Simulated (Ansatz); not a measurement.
Rock-salt SrO, treated with G0W0@r²SCAN (Ansatz, an electronic-structure program, hard PAW, contour deformation).

The cell has the measured lattice parameters. Conventional cell: a = 5.1600 Å, b = 5.1600 Å, c = 5.1600 Å, α = 90.00°, β = 90.00°, γ = 90.00°.

The quasiparticle gap at Γ at a fixed k mesh 2×2×2:

```csv
response cutoff,value (eV)
"250 eV, 566 empty bands",5.351
"300 eV, 745 empty bands",5.384
"400 eV, 1146 empty bands",5.416
"500 eV, 1602 empty bands",5.430
```

Q: Taking the value to converge with the response cutoff E as E^(−3/2), extrapolate from the last two rows.

A: With y = y∞ + c/w and weights w = 8000 and 11180 for the last two rows, y∞ = (w2 y2 − w1 y1)/(w2 − w1) = (11180 × 5.430 − 8000 × 5.416)/3180 = 5.465 eV, which lies 0.035 beyond the last row. Successive pairs of rows give 5.489, 5.475, 5.465. The limit also hangs on the law assumed, so its last digits aren't firm.

The other settings are not extrapolated, so this is the limit in one setting alone.

At the last cutoff the smallest gap on this mesh is 4.83 eV, with an edge away from Γ.

Spin–orbit coupling is not included.
